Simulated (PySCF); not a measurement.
**`CSSC`, C2H6S2**

Geometry:
```
atom   x (Å)   y (Å)   z (Å)
  C1   1.853  -0.064  -0.226
  S2   0.863   0.233   1.263
  S3  -0.761   1.253   0.516
  C4  -1.874  -0.090   0.025
  H5   2.766  -0.578   0.110
  H6   2.128   0.884  -0.708
  H7   1.324  -0.711  -0.940
  H8  -1.446  -0.691  -0.790
  H9  -2.114  -0.732   0.883
 H10  -2.795   0.393  -0.336
```

Level of theory: PySCF, TDDFT CAM-B3LYP/def2-SVPD circular dichroism and optical rotation, one conformer, gas phase. Geometry: PBE0-D3(BJ)/def2-SVP.

No stereocentre is labelled: unless the shape is locked (an allene, a helicene, a hindered biaryl), the mirror image is equally populated and a measured rotation or CD is zero. Singlets 3 and 4 lie within 0.01 eV of each other, so their separate moments and overlaps can depend on how they mix.

Q: Draw the ECD and absorption spectra from the lowest 8 states, each a Gaussian of half-width 0.25 eV at 1/e height.

A: 
```csv
E (eV),λ (nm),Δε (L mol⁻¹ cm⁻¹),ε (L mol⁻¹ cm⁻¹)
4.33,286,+0.15,10.7
4.43,280,+0.60,45.7
4.53,274,+1.72,142
4.63,268,+3.46,325
4.73,262,+4.81,542
4.83,257,+4.39,664
4.93,252,+2.28,598
5.03,247,+0.18,397
5.13,242,-0.68,195
5.23,237,-0.56,71.1
5.33,233,-0.24,19.2
5.43,228,-0.07,3.88
5.53,224,-0.01,0.608
5.63,220,-0.01,0.338
5.73,216,-0.04,2.01
5.83,213,-0.20,10.7
5.93,209,-0.74,42
6.03,206,-1.87,124
6.13,202,-3.14,285
6.23,199,-2.92,545
6.33,196,+0.28,956
6.43,193,+6.01,1630
6.53,190,+13.36,2630
6.63,187,+22.86,3750
```
Δε uses R in velocity form, ε uses f in length form. Only the states computed contribute, so the short-wavelength end is incomplete.
